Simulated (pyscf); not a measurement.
difluorocarbene (F–C:–F) [singlet] + silane (SiH₄) → F–SiH₃ + :HC–F [singlet], a concerted two-bond exchange (singlet surface; C–F, H–Si broken, F–Si, C–H formed). PySCF, gas phase, ωB97X-D3(BJ)/def2-SVP geometries. Correlated levels are frozen-core, on RHF or UHF. ΔMP2 is the change of the MP2 total energy from the triple- to the quadruple-zeta basis. Energies in eV from the separated reactants.

Small-basis levels: PySCF, no dispersion term, spherical d functions. 

### Question
In single points B3LYP/6-31G* puts the saddle at 1.43 eV and the reaction energy at -0.19 eV. Should these be trusted to within a few kcal/mol? Compare with CCSD(T)/def2-TZVPP + ΔMP2(QZVPP).

### Answer
CCSD(T)/def2-TZVPP + ΔMP2(QZVPP) gives ΔE‡ = 1.39 eV and ΔE = -0.50 eV. B3LYP/6-31G* lies 0.04 eV over it in the barrier and 0.31 eV over it in the reaction energy, so on this step it does not hold to within 0.13 eV. CCSD(T)/def2-TZVPP + ΔMP2(QZVPP) has limits of its own. This is the saddle that the search found; another between the same sides may lie lower. A restricted singlet here is unstable towards spin polarisation, as is usual where a triplet lies low; its energy is less safe. The CCSD(T) − MP2 part came from Ansatz, without density fitting, on the same reference.
